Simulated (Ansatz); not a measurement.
Reaction: C3H5Cl (SMILES C=CCCl) → C2H3 (SMILES C=[CH], doublet) + CH2Cl (SMILES Cl[CH2], doublet) (the C-C bond breaks)
Each species at its own B3LYP-D3(BJ)/def2-TZVP minimum (Ansatz, a quantum-chemistry and plane-wave program), one conformer.

Property: bond dissociation energy (electronic), in kcal/mol. Radicals and triplets start from unrestricted determinants; spin-orbit coupling is neglected. CBS(X,Y): correlation extrapolated as X^-3, Hartree-Fock from the larger set. A bracket is a step between two methods taken in the basis named. Functionals run without relativity, which enters their misses. Double hybrids freeze cores in their MP2 part. '+ core + X2C': CCSD(T) terms for core correlation (cc-pwCVTZ, 1s frozen past Ne) and scalar relativity (cc-pVTZ-DK). The UHF reference of C2H3 ([CH]=C, doublet) is spin-contaminated (<S^2> up to 0.19 over the pure value in the sets run).

CCSD(T)/CBS(cc-pV(T+d)Z,cc-pV(Q+d)Z) + [CCSDT(Q) - CCSD(T)]/cc-pV(D+d)Z + core + X2C (Ansatz) gives 105.1 kcal/mol.

**Question.** How far off this value is PBE/def2-TZVPD (Ansatz), in which direction, and how far these levels: r2SCAN/def2-TZVPD, B3LYP/def2-TZVPD, wB97M-V/def2-TZVPD, B2PLYP/def2-TZVPD, CCSD(T)/CBS(cc-pV(T+d)Z,cc-pV(Q+d)Z) + core + X2C?

**Answer.** PBE gives 100.4 kcal/mol, 4.7 kcal/mol below it. Differences of the others: r2SCAN/def2-TZVPD (Ansatz) -9.4; B3LYP/def2-TZVPD (Ansatz) -8.0; wB97M-V/def2-TZVPD (Ansatz) -0.3; B2PLYP/def2-TZVPD (Ansatz) -3.9; CCSD(T)/CBS(cc-pV(T+d)Z,cc-pV(Q+d)Z) + core + X2C (Ansatz) 0.5 kcal/mol.
